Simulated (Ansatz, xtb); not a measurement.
Molecule: ethyl chloride, C₂H₅Cl (charge 0, singlet). SMILES: ClCC
Structure (B3LYP-D3(BJ)/def2-TZVP (Ansatz, a first-principles code) minimum search):
```xyz
8

C      0.0132     0.8176    -0.0128
C      1.5157     0.6457    -0.0186
Cl    -0.8344    -0.7820     0.0168
H     -0.3333     1.3555     0.8664
H     -0.3433     1.3280    -0.9043
H      1.9943     1.6284    -0.0365
H      1.8521     0.1152     0.8721
H      1.8422     0.0878    -0.8961
```

Harmonic wavenumbers from GFN2-xTB (xtb, at its own minimum), cm⁻¹: 227, 316, 668, 807, 1018, 1057, 1088, 1222, 1255, 1403, 1446, 1478, 1490, 2984, 2986, 3030, 3047, 3050.

Problem. Give the harmonic wavenumbers at B3LYP-D3(BJ)/def2-TZVP (Ansatz, finite differences of forces, unscaled).

Solution. 260, 332, 655, 793, 982, 1076, 1089, 1276, 1316, 1416, 1485, 1494, 1502, 3035, 3083, 3102, 3112, 3143 cm⁻¹. Zero-point energy 41.7 kcal/mol.

Problem. From these and the geometry, give the ideal-gas thermochemistry at 298.15 K and 1 atm (rigid rotor, harmonic oscillator).

Solution. Point group Cs, rotational symmetry number 1. Rotational constants 31.6, 5.393, 4.889 GHz. S(trans) 38.41, S(rot) 23.47, S(vib) 3.83, S(elec, spin only) 0.00, S 65.7 cal/(mol K). H(298) - H(0) 3.13 kcal/mol; G - E(el) 25.2 kcal/mol. Tabulated S at 1 bar: 66.0 cal/(mol K) (CRC Handbook, as tabulated in the package chemicals); it can hold hindered rotation or other conformers, which this model lacks.
